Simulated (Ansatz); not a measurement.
A made-up structure of CHOS (charge -1), closed shell:

O1  (-1.015, 0.536, 0.937)
C2  (-0.102, 0.095, 0.010)
S3  (1.223, -1.281, 0.164)
H4  (-0.106, 0.649, -1.112)
(Å)

It is relaxed with PBE-D4/def2-SVPD and then PBE0-D4/def2-TZVPD (Ansatz 0.2.0). Atoms count as bonded within 1.22 times the sum of their covalent radii (H–H: 0.88 Å). The end point is not checked to be a true minimum.

Question: Does its bonding change? (Judge from chemistry; the calculation decides.)

Answer: Computed: No: no bond forms or breaks.

Where it ends: The first stage lowers the energy by 1.02 eV in 6 steps. It ends as CHOS ([O][CH][S]), total charge -1:
```json
{"atom": "O1", "x (Å)": "-0.9061", "y (Å)": "0.4789", "z (Å)": "0.8370"}
{"atom": "C2", "x (Å)": "-0.0914", "y (Å)": "0.0852", "z (Å)": "0.0093"}
{"atom": "S3", "x (Å)": "1.0921", "y (Å)": "-1.1438", "z (Å)": "0.1465"}
{"atom": "H4", "x (Å)": "-0.0946", "y (Å)": "0.5798", "z (Å)": "-0.9928"}
```

Labels in which every atom is bracketed show which atoms are joined, not bond orders.

For scale, one of the runs: PBE0-D4/def2-TZVPD relaxation, 132 basis functions, launched by `ansatz run in.yaml --threads 2 --pin off --events-out ev --progress --plain --max-ram 4352MiB`. Hardware: 2 CPU threads of an Arm Neoverse V2, shared host. Wall time about 11 s.
